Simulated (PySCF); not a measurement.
Simulated absorption spectrum

C2H6Si.
SMILES: `C1C[SiH2]1`

Computed with TDDFT B3LYP/def2-SVPD, vertical, gas phase, core orbitals frozen in the response in PySCF. Isolated species at its PBE0-D3(BJ)/def2-SVP geometry, gas phase.

Computed states:

```
state  E (eV)       f
   S1    6.06  0.0014
   S2    6.23   0.198
   S3    6.56   0.027
   S4    6.92  0.0000
   S5    7.03  0.0083
   S6    7.42  0.0084
   S7    7.60  0.0003
   S8    7.79  0.0001
   S9    8.15  0.0001
  S10    8.38   0.102
```

Broadening: Gaussians 0.3 eV wide at half height, area fixed by f = 4.319×10⁻⁹ ∫ε dν̃. The cross-section is σ = 3.8235×10⁻²¹ ε cm², given in Mb (10⁻¹⁸ cm²). The width is an assumption, not a result. The curve ends short of the highest state used, and states not computed would add to its high-energy end.

(1) Give the broadened spectrum and its maxima.

(2) On this curve, what absorbance would a 10⁻³ mol/L sample give at 193 nm over a 1 cm path?

(3) Does any computed singlet lie in the visible range?

(4) Coming from long wavelengths, where does ε first pass 100 L mol⁻¹ cm⁻¹?

Results:

(1) 
```csv
E (eV),σ (Mb)
5.61,0.00
5.65,0.01
5.69,0.02
5.72,0.04
5.76,0.11
5.80,0.31
5.84,0.78
5.88,1.84
5.92,3.97
5.96,7.86
6.00,14.24
6.04,23.48
6.08,35.23
6.12,48.02
6.16,59.44
6.20,66.78
6.24,68.17
6.28,63.36
6.32,53.89
6.36,42.40
6.40,31.55
6.44,23.03
6.47,18.49
6.51,14.50
6.55,12.03
6.59,10.15
6.63,8.32
6.67,6.44
6.71,4.66
6.75,3.20
6.79,2.24
6.83,1.80
6.87,1.81
6.91,2.10
6.95,2.48
6.99,2.79
7.03,2.89
7.07,2.76
7.11,2.45
7.15,2.08
7.19,1.82
7.22,1.75
7.26,1.86
7.30,2.17
7.34,2.55
7.38,2.86
7.42,2.97
7.46,2.82
7.50,2.45
7.54,1.95
7.58,1.42
7.62,0.95
7.66,0.60
7.70,0.35
7.74,0.20
7.78,0.11
```

Maxima: 199 nm (6.23 eV), ε about 18000, made up of S2 (99%); 176 nm (7.03 eV), ε about 760, made up of S5 (99%); 167 nm (7.42 eV), ε about 780, made up of S6 (98%) (ε in L mol⁻¹ cm⁻¹; maxima over ε = 5, shares over 10%).

(2) 193 nm is 6.424 eV, where ε is about 6800 L mol⁻¹ cm⁻¹, so A = ε c l ≈ 6.8 (Beer–Lambert, with the gas-phase spectrum and the assumed width).

(3) No computed singlet lies in the visible range (380 to 750 nm); the lowest, at 205 nm, stands 2.79 eV above its violet end (3.26 eV).

(4) At about 213 nm (5.81 eV), 0.25 eV below S1.

The vertical ionisation energy (ΔSCF) is 9.09 eV, 0.71 eV above S10.
